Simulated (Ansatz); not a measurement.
# CHAl (triplet): wave-function methods side by side at distance Al1–C2 = 6.373 Å, 6-31G

How much of the correlation energy of CHAl (triplet) does each wave-function method recover here?

Computed with Ansatz 0.2.0, Gaussian basis. Level: 6-31G, core rule «outside noble gas», up to 6 orbitals frozen.

The runs, in order: UHF; CCSD(T) on ROHF; CCSD(T) on UHF; BCCD(T) on ROHF; CISD; CCSDT(Q) on ROHF; CCSDT(Q) on UHF; CISDTQ; CCSDTQ on ROHF; CCSDTQ on UHF; CASSCF and MRCISD+Q, 4 electrons in 4 orbitals; CASSCF and NEVPT2, 4 electrons in 4 orbitals; CASSCF and MRCISD+Q, 8 electrons in 9 orbitals; CASSCF and NEVPT4(SD), 8 electrons in 9 orbitals; CASSCF and NEVPT2, 8 electrons in 9 orbitals; Full CI.

18 further runs of the same task are left out: 14 that didn't finish, 4 set aside as unsound or not needed.

## Step 1: What is computed

The geometry derives from a PBE0/def2-TZVP stationary point (not a proven minimum). One bond is set to the value named and the two fragments are kept rigid.

3 atoms, charge 0, spin multiplicity 3.

Atoms are counted from 1 here; the program's logs count them from 0.

Bond lengths: Al1–H3 1.601 Å.

## Step 2: UHF

in.yaml reads:

```yaml
crystal:
  periodic: [false, false, false]
  atoms:
    - {symbol: Al, position_ang: [0.000000, 0.000000, 1.590700]}
    - {symbol: C, position_ang: [0.000000, 0.000000, -4.782300]}
    - {symbol: H, position_ang: [0.000000, 0.000000, 3.191600]}
basis:
  gaussian: {orbitals: 6-31G}
magnetization: {spin_polarized: true, initial_magnetization: 2}
hamiltonian: {xc: hf}
output: {orbitals: {seedname: orbitals}}
```

Run with:

```
$ ansatz run in.yaml --threads 1 --pin off --events-out ev --progress --plain --max-ram 2393MiB
```

Further steps of the session: CCSD(T) on ROHF; CCSD(T) on UHF; BCCD(T) on ROHF; CISD; CCSDT(Q) on ROHF; CCSDT(Q) on UHF; CISDTQ; CCSDTQ on ROHF; CCSDTQ on UHF; CASSCF and MRCISD+Q, 4 electrons in 4 orbitals; CASSCF and NEVPT2, 4 electrons in 4 orbitals; CASSCF and MRCISD+Q, 8 electrons in 9 orbitals; CASSCF and NEVPT4(SD), 8 electrons in 9 orbitals; CASSCF and NEVPT2, 8 electrons in 9 orbitals; Full CI.

**Question.** What will the summary of the whole plan be? Wanted: FCI below the RHF energy; RMP2 from FCI; UMP2 from FCI; RCCSD from FCI; RCCSD(T) from FCI; UCCSD(T) from FCI; RCCSDT(Q) from FCI; UCCSDT(Q) from FCI; NEVPT2 pair from FCI.

**Answer**, as computed:

| quantity | value |
| --- | --- |
| FCI below the RHF energy | -2.2936 eV |
| RMP2 from FCI | +856.3 meV |
| UMP2 from FCI | +848.1 meV |
| RCCSD from FCI | +24.9 meV |
| RCCSD(T) from FCI | +8.4 meV |
| UCCSD(T) from FCI | +7.8 meV |
| RCCSDT(Q) from FCI | +0.4 meV |
| UCCSDT(Q) from FCI | -0.3 meV |
| NEVPT2 pair from FCI | +669.4 meV |
| NEVPT2 valence from FCI | +299.1 meV |
| NEVPT4(SD) valence from FCI | +54.7 meV |
| levels within 1 kcal/mol (43 meV) | RCCSD, UCCSD, RCCSD(T), UCCSD(T), BCCD(T), RCCSDT, UCCSDT, CISDTQ, RCCSDT(Q), UCCSDT(Q), RCCSDTQ, UCCSDTQ, MRCISD valence, MRCISD+Q valence |
| T1 diagnostic | 0.012 |
| effectively unpaired electrons | 2.08 |

In words: RCCSD(T) misses by +8.4 meV, 0.4 % of the correlation energy. One determinant dominates. Of the multireference levels listed MRCISD+Q valence comes nearest in total energy (+5.1 meV), which doesn't show that its space is the better one. These misses are within one basis, not against nature; the frozen cores of restricted and unrestricted runs differ, which can shift their rows.
